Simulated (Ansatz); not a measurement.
# Al₂H₄S: vertical ionisation energy

Aim: the vertical ionisation energy of Al₂H₄S, as cation minus neutral at the neutral's geometry, on several levels, and how well −ε(HOMO) stands in for it.

Program: Ansatz 0.2.0, Gaussian basis. Level of theory: unrestricted cation, the program's frozen cores in correlated methods. These are calculated values, not measurements.

The runs, in order: UKS PBE-D4/def2-TZVPP; UKS r2SCAN-D4/def2-TZVPP; UKS PBE0-D4/def2-TZVPP; UKS B3LYP-D4/def2-TZVPP; UKS wB97X-V/def2-TZVPP; UKS wB97M-V/def2-TZVPP; UKS B2PLYP/def2-TZVPP; UHF-CCSD(T)/def2-TZVPP; UHF-MP2/def2-QZVPP; extrapolation to the limit; then −ε(HOMO) from the neutral's earlier runs with LDA (SPW92), PBE-D4, revPBE-D4, BLYP-D4, r2SCAN-D4, B97M-V, PBE0-D4, B3LYP-D4, r2SCANh-D4, r2SCAN0-D4, HSE06-D4, BHLYP-D4, CAM-B3LYP-D4, LC-ωPBE, ωB97X-V, ωB97M-V.

**1. The relaxed structure**

An earlier PBE0-D4 in a triple-zeta def2 set relaxation fixed the geometry.

SMILES `[AlH2][S][AlH2]`, 7 atoms, charge 0, spin multiplicity 1.

Atoms are counted from 1 here; the program's logs count them from 0.

Bond lengths: Al1–S2 2.183 Å, Al1–H4 1.581 Å, Al1–H5 1.580 Å, S2–Al3 2.183 Å, Al3–H6 1.580 Å, Al3–H7 1.581 Å. Angles: S2–Al1–H4 120.5°, S2–Al1–H5 116.2°, H4–Al1–H5 123.3°, Al1–S2–Al3 101.4°, S2–Al3–H6 116.2°, S2–Al3–H7 120.5°, H6–Al3–H7 123.3°.

**2. Cation, UKS PBE-D4/def2-TZVPP**

in.yaml reads:

```yaml
crystal:
  periodic: [false, false, false]
  atoms:
    - {symbol: Al, position_ang: [-1.436677, 0.374549, -0.794594]}
    - {symbol: S, position_ang: [-0.514276, 0.655043, 1.164193]}
    - {symbol: Al, position_ang: [1.409539, -0.337587, 0.881330]}
    - {symbol: H, position_ang: [-0.666336, -0.394292, -1.940672]}
    - {symbol: H, position_ang: [-2.885177, 0.978631, -0.976639]}
    - {symbol: H, position_ang: [2.385223, -0.335273, 2.123999]}
    - {symbol: H, position_ang: [1.769105, -1.009072, -0.503518]}
basis:
  gaussian: {orbitals: def2-TZVPP}
total_charge: 1
magnetization: {spin_polarized: true, initial_magnetization: 1}
hamiltonian: {xc: pbe, dispersion: d4}
```

The run is started by

```console
ansatz run in.yaml --threads 2 --pin off --events-out ev --progress --plain --max-ram 4352MiB
```

The runs that follow: Cation, UKS r2SCAN-D4/def2-TZVPP; Cation, UKS PBE0-D4/def2-TZVPP; Cation, UKS B3LYP-D4/def2-TZVPP; Cation, UKS wB97X-V/def2-TZVPP; Cation, UKS wB97M-V/def2-TZVPP; Cation, UKS B2PLYP (frozen core)/def2-TZVPP; Cation, UHF-CCSD(T)/def2-TZVPP; Cation, UHF-MP2/def2-QZVPP.

Before running them: what should the planned runs give, taken together? Wanted: ionisation energy, CCSD(T)/CBS; nearest functional by difference; nearest −ε(HOMO); −ε(HOMO) of PBE; T1 of the cation.

As calculated:

```
                        quantity               value
  ionisation energy, CCSD(T)/CBS            10.35 eV
nearest functional by difference  ωB97M-V (-0.11 eV)
                nearest −ε(HOMO)  ωB97M-V (-0.06 eV)
                 −ε(HOMO) of PBE             7.06 eV
                T1 of the cation               0.011
```

What this shows: Energy differences with functionals land within 0.64 eV of the reference. −ε(HOMO) of PBE misses by 3.3 eV, since self-interaction lifts the level. Among orbital estimates ωB97M-V comes nearest. Hartree-Fock falls 1.29 eV short, as the neutral has more correlation energy than the cation.
